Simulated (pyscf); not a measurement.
Thermochemistry of product channels of InH (SMILES [InH]) [singlet] + CH₃• (SMILES [CH3]) on the doublet surface, in kcal/mol, from CCSD(T)/def2-TZVPP + ΔMP2(QZVPP) energies (ideal gas, 1 atm, RRHO with modes under 100 cm⁻¹ raised to 100, one conformer, R ln 2 for rigid chiral ones). Single points on ωB97X-D3(BJ)/def2-SVP structures (PySCF, gas phase). Correlated levels are frozen-core, on RHF or UHF. ΔMP2 is the change of the MP2 total energy from the triple- to the quadruple-zeta basis.

| products | ΔE | ΔH(298 K) | ΔG(600 K) | ΔG(1200 K) |
|---|---|---|---|---|
| [H₃C–InH]• (SMILES [CH3][InH]) | -28.4 | -25.4 | -9.4 | +6.4 |
| •H₂C–InH₂ (SMILES [CH2][InH2]) | +2.3 | +1.8 | +18.8 | +34.5 |
| H₃C–In (SMILES [CH3][In]) [singlet] + H• (SMILES [H]) | +6.0 | +6.1 | +10.2 | +13.4 |

The channel to [H₃C–InH]• turns unfavourable between 298 and 1200 K (ΔG from -17.5 kcal/mol to +6.4 kcal/mol).

These are energies of the channels, which say nothing of barriers. The CCSD(T) − MP2 part came from Ansatz, without density fitting, on the same reference. The frozen core leaves the outer d or s,p core shells of the metals and heavy elements correlated in the MP2 and CC values, and def2-TZVPP describes them poorly, which can shift differences by a few kcal/mol. Elements past Kr carry the def2 core potentials, without spin-orbit coupling.
